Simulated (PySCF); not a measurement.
Cl2.
Cartesian coordinates in Å at the PBE0-D3(BJ)/def2-SVP level; atoms count from 1:
```xyz
2
Cl2 angstrom
Cl     1.013    0.000    0.000
Cl    -1.013    0.000    0.000
```

Computed, not measured: PySCF, PBE0-D3(BJ)/def2-SVP geometry optimisation, gas phase.

Masses are those of the commonest isotopes; rigid-rotor values at the optimised geometry. 

Task: What are the moment of inertia and the rotational constant?

Result: I = 71.731 u·Å², B = 505379 MHz·u·Å²/I = 7045 MHz (0.2350 cm⁻¹, or 0.338 K as hB/k). For two atoms I = μr² with μ = 17.4844 u and r = 2.0255 Å.

Task: List the first levels of a rigid rotor in a Σ state.

Result: E(J) = BJ(J+1): J = 1: 0.470, J = 2: 1.410, J = 3: 2.820, J = 4: 4.700, J = 5: 7.050, J = 6: 9.870 cm⁻¹.

Task: Has it a pure rotational spectrum?

Result: Not by electric dipole: D∞h allows no dipole (computed 0.00 D). Rotational Raman lines (ΔJ = 2) lie at B(4J + 6), spaced by 4B = 0.940 cm⁻¹, with nuclear-spin weights that differ between even and odd J.

Task: Estimate the classical rotational partition function at 100 K, 200 K and 500 K.

Result: Point group D∞h, symmetry number σ = 2; q = kT/(σhB), k/h = 20836.6 MHz/K: 148 at 100 K, 296 at 200 K, 739 at 500 K.

PBE0-D3(BJ)/def2-SVP frequencies: not computed here. These are rigid-rotor constants of the computed structure; measured ground-state constants (B0) also hold zero-point vibration.
